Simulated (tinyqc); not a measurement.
Hueckel theory of the pi electrons with the omega technique, for the molecule C=CC(Cl)=CF (SMILES; centres numbered as the heavy atoms are written), step by step. Computed by tinyqc, a small Python program that keeps every step. Settings: charge = 0, omega = 0.6, damping = 0.5. Command: `OMP_NUM_THREADS=1 python tinyqc.py 24546 24547 out.jsonl` (the two numbers bound the seeds that draw the settings). One thread of a shared host (Intel(R) Xeon(R) Processor @ 2.60GHz), about 0.01 s of CPU time with the checks.

Centres:
```
centre,"z_r, pi electrons of the neutral centre",h
1C,1,0.00000
2C,1,0.00000
3C,1,0.00000
4Cl,2,2.00000
5C,1,0.00000
6F,2,3.00000
```

Bonds:
```
i,j,k
1,2,1
2,3,1
3,4,0.40000
3,5,1
5,6,0.70000
```

Each round sets h_r = h_r(0) + omega (z_r - P_rr), keeping the share named as damping of the old diagonal; repeat until output and input diagonals agree to 1e-6.

Rounds:
```
round,sum n x,largest |h(out) - h(in)|
1,14.64747,2.80e-02
2,14.65992,9.59e-03
3,14.66639,4.68e-03
4,14.66962,2.30e-03
5,14.67122,1.13e-03
6,14.67201,5.59e-04
7,14.67241,2.76e-04
8,14.67260,1.36e-04
9,14.67270,6.71e-05
10,14.67274,3.31e-05
11,14.67277,1.63e-05
12,14.67278,8.05e-06
13,14.67278,3.97e-06
14,14.67279,1.96e-06
15,14.67279,9.67e-07
```

Can the last value be used, and what does the course show?

Yes. Converged in 15 rounds.
